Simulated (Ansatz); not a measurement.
System: PH2, charge 0, multiplicity 2. SMILES: [PH2]
Geometry from a B3LYP-D3(BJ)/def2-TZVP (Ansatz, a first-principles code) optimisation:
```xyz
3

P      0.0052    -0.0015     0.1165
H     -0.0501     1.0329    -0.8596
H     -0.0274    -1.0099    -0.8876
```
Charge 0, spin multiplicity 2.

Wanted: vertical ionisation energy (to the singlet state of charge +1; each state is the SCF solution reached for its spin; for the singlet the Hartree-Fock reference is unstable and T1 is 0.013), in eV. Correlated levels leave the core frozen unless marked. UHF or UKS for open shells. Spin-orbit coupling is left out. Non-relativistic. Basis-set limits of correlation are two-point, X^-3; Hartree-Fock from the larger set.

```json
[
 {"level": "HF/def2-SVPD", "program": "Ansatz", "vertical ionisation energy (eV)": "9.31"}
]
```

Task: Estimate the value at CCSD(T)/CBS(aug-cc-pV(T+d)Z,aug-cc-pV(Q+d)Z) as computed with Ansatz.

Result: 9.82 eV
